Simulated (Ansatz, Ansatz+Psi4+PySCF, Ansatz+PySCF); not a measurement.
```yaml
atoms:
  - { symbol: C, position_ang: [0.0057, -0.1728, -0.0082] }
  - { symbol: C, position_ang: [-1.4949, 0.0368, 0.0090] }
  - { symbol: C, position_ang: [0.7442, 0.0335, 1.2834] }
  - { symbol: C, position_ang: [0.7520, 0.0339, -1.2847] }
  - { symbol: H, position_ang: [-1.7446, 1.1167, 0.0030] }
  - { symbol: H, position_ang: [0.8687, 1.1221, 1.5162] }
  - { symbol: H, position_ang: [0.8703, 1.1239, -1.5229] }
  - { symbol: H, position_ang: [-1.9581, -0.4101, 0.8896] }
  - { symbol: H, position_ang: [-1.9720, -0.4049, -0.8948] }
  - { symbol: H, position_ang: [1.7578, -0.4145, 1.2434] }
  - { symbol: H, position_ang: [0.2070, -0.4175, 2.1425] }
  - { symbol: H, position_ang: [0.1956, -0.4128, -2.1476] }
  - { symbol: H, position_ang: [1.7579, -0.4207, -1.2505] }
```

Basis set: cc-pVTZ (spherical functions). Correlated methods keep 4 orbitals frozen. Correlation on ROHF uses semicanonical orbitals with singles. Charge 0, multiplicity 2.

Computed with Ansatz (development build ahead of 0.2.0); each method stands on the lowest determinant of its kind that the runs found.

Give the atomization energy at this shape (free ground-state atoms in the same class of orbitals less the molecule, no zero-point energy) of doublet C4H9 by ROHF-MP2, UHF-MP2.

| method | atomization energy |
| --- | --- |
| ROHF-MP2 | 1178.29 kcal/mol |
| UHF-MP2 | 1177.49 kcal/mol |
